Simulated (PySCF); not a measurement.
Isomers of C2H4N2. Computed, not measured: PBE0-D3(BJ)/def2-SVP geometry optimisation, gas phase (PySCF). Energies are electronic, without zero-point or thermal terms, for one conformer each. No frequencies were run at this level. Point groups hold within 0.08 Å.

Problem. Rank from lowest to highest electronic energy at this level (kcal/mol).
A. `[N:1]#[C:2][CH2:3][NH2:4]` with C2–C3–N4–H 68° and -174° (aminoacetonitrile)
B. `[H]/[N:1]=[CH:2]\[CH:3]=[N:4]/[H]` with N1–C2–C3–N4 180°

Solution. A (0.0), B (10.7).

As drawn, the lower has a C≡N group, which the higher lacks; the higher has a C=N bond, which the lower lacks.

| SMILES | E (Eh) | E rel (kcal/mol) | dipole (D) | point group | A, B, C (MHz) |
| --- | --- | --- | --- | --- | --- |
| N#CCN | -187.73342 | 0.0 | 4.56 | – | 32659, 4769, 4323 |
| [H]/N=C\C=N/[H] | -187.71634 | 10.7 | 0.00 | C2h | 46604, 4703, 4272 |
